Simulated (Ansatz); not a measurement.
# BNH+ (triplet): wave-function methods side by side, cc-pVDZ

How much of the correlation energy of BNH+ (triplet) does each wave-function method recover here?

The runs use Ansatz 0.2.0, Gaussian basis; cc-pVDZ, core rule «outside noble gas», up to 2 orbitals frozen.

The runs, in order: UHF; CCSD(T) on ROHF; CCSD(T) on UHF; BCCD(T) on ROHF; CISD; CCSDT(Q) on ROHF; CCSDT(Q) on UHF; CISDTQ; CCSDTQ on ROHF; CCSDTQ on UHF; CASSCF and MRCISD+Q, 8 electrons in 9 orbitals; CASSCF and NEVPT4(SD), 8 electrons in 9 orbitals; CASSCF and NEVPT2, 8 electrons in 9 orbitals.

7 further runs of the same task are left out: 2 for a known fault of the program, 5 set aside as unsound or not needed.

## (1) What is computed

The geometry is a PBE0/def2-TZVP stationary point (not a proven minimum) of the parent state, kept for this charge and spin.

3 atoms, charge 1, spin multiplicity 3.

Atoms are counted from 1 here; the program's logs count them from 0.

Bond lengths: B1–N2 1.306 Å, B1–H3 1.174 Å. Angles: N2–B1–H3 180.0°.

## (2) UHF

in.yaml reads:

```yaml
crystal:
  periodic: [false, false, false]
  atoms:
    - {symbol: B, position_ang: [0.000000, 0.000000, 0.043923]}
    - {symbol: N, position_ang: [0.000000, 0.000000, -1.261739]}
    - {symbol: H, position_ang: [0.000000, 0.000000, 1.217815]}
basis:
  gaussian: {orbitals: cc-pVDZ}
total_charge: 1
magnetization: {spin_polarized: true, initial_magnetization: 2}
hamiltonian: {xc: hf}
output: {orbitals: {seedname: orbitals}}
```

Command:

```bash
$ ansatz run in.yaml --threads 1 --pin off --events-out ev --progress --plain --max-ram 2816MiB --backend cpu
```

After this run come: CCSD(T) on ROHF; CCSD(T) on UHF; BCCD(T) on ROHF; CISD; CCSDT(Q) on ROHF; CCSDT(Q) on UHF; CISDTQ; CCSDTQ on ROHF; CCSDTQ on UHF; CASSCF and MRCISD+Q, 8 electrons in 9 orbitals; CASSCF and NEVPT4(SD), 8 electrons in 9 orbitals; CASSCF and NEVPT2, 8 electrons in 9 orbitals.

**Question.** What will the summary of the whole plan be? Wanted: UCCSDTQ below the RHF energy; RMP2 from UCCSDTQ; UMP2 from UCCSDTQ; RCCSD from UCCSDTQ; RCCSD(T) from UCCSDTQ; UCCSD(T) from UCCSDTQ; RCCSDT(Q) from UCCSDTQ; UCCSDT(Q) from UCCSDTQ; NEVPT2 valence from UCCSDTQ.

As calculated:

| quantity | value |
| --- | --- |
| UCCSDTQ below the RHF energy | -4.8474 eV |
| RMP2 from UCCSDTQ | +20.58 kcal/mol |
| UMP2 from UCCSDTQ | +20.73 kcal/mol |
| RCCSD from UCCSDTQ | +2.89 kcal/mol |
| RCCSD(T) from UCCSDTQ | +0.64 kcal/mol |
| UCCSD(T) from UCCSDTQ | +0.62 kcal/mol |
| RCCSDT(Q) from UCCSDTQ | +0.04 kcal/mol |
| UCCSDT(Q) from UCCSDTQ | +0.01 kcal/mol |
| NEVPT2 valence from UCCSDTQ | +14.96 kcal/mol |
| NEVPT4(SD) valence from UCCSDTQ | +1.99 kcal/mol |
| MRCISD+Q valence from UCCSDTQ | +0.38 kcal/mol |
| levels within 1 kcal/mol (43 meV) | RCCSD(T), UCCSD(T), BCCD(T), RCCSDT, UCCSDT, CISDTQ, RCCSDT(Q), UCCSDT(Q), RCCSDTQ, MRCISD+Q valence |
| T1 diagnostic | 0.018 |
| effectively unpaired electrons | 2.01 |

What this shows: RCCSD(T) misses by +0.64 kcal/mol, 0.6 % of the correlation energy. One determinant dominates. Of the multireference levels listed MRCISD+Q valence comes nearest in total energy (+0.38 kcal/mol), which doesn't show that its space is the better one. These misses are within one basis, not against nature; the frozen cores of restricted and unrestricted runs differ, which can shift their rows.
